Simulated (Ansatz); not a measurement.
Geometry optimisation, RKS PBE0-D4/6-31G* in Ansatz 0.2.0.

The input (input.yaml):

```yaml
crystal:
  periodic: [false, false, false]
  atoms:
    - { symbol: "N", position_ang: [-1.211, 0.5917, -0.9563] }
    - { symbol: Si, position_ang: [0.3312, 0.6268, -0.158] }
    - { symbol: Al, position_ang: [0.4444, -1.2339, 1.2685] }
    - { symbol: H, position_ang: [-1.2251, -0.2111, -1.5652] }
    - { symbol: H, position_ang: [-1.2595, 1.4459, -1.637] }
    - { symbol: H, position_ang: [0.4913, 1.8802, 0.6246] }
    - { symbol: H, position_ang: [-1.57052, 0.5741, 0.01942] }
    - { symbol: H, position_ang: [1.6549, -2.3146, 1.0504] }
    - { symbol: H, position_ang: [-0.5646, -1.3845, 2.5199] }
basis:
  gaussian: { orbitals: "6-31G*" }
hamiltonian:
  xc: pbe0
  dispersion: d4
relax:
  f_tol: 0.02
  max_steps: 50
```

Run as:

```bash
$ ansatz run input.yaml --threads 1 --pin off --max-ram 2048MiB --backend cpu --events-out ev --progress --plain --runs-dir out
```

**Question.** Where does it end, and by what steps?

**Answer.** The run converged. The force dipped under the threshold on the way, but the program's further checks kept it going. After 37 steps the energy has fallen by 2.590 eV; H5 moved furthest, 1.36 Å.

```csv
step,energy less start (eV),largest force component (eV/Å),accepted
0,0.0000,6.996,yes
2,-2.0726,1.418,yes
4,-2.3668,0.307,yes
6,-2.4672,0.306,yes
8,-2.5394,0.151,yes
10,-2.5664,0.219,yes
12,-2.5720,0.161,no
14,-2.5785,0.037,yes
16,-2.5778,0.100,no
18,-2.5817,0.143,yes
20,-2.5834,0.119,yes
22,-2.5842,0.033,yes
24,-2.5856,0.163,yes
26,-2.5855,0.083,no
28,-2.5877,0.071,yes
30,-2.5883,0.037,yes
32,-2.5892,0.089,yes
34,-2.5897,0.027,yes
36,-2.5899,0.028,yes
37,-2.5899,0.019,yes
```

```xyz
9
Properties=species:S:1:pos:R:3
N -1.229 0.554 -0.744
Si 0.819 0.322 -0.722
Al 0.594 -1.040 1.281
H -1.580 0.554 -1.700
H -1.522 1.424 -0.303
H 0.996 1.695 -0.087
H -1.676 -0.214 -0.237
H 1.641 -1.756 2.261
H -0.952 -1.565 1.417
```

The run took 97 s on 1 thread of Arm Neoverse V2 (shared host), peak memory 0.14 GiB.
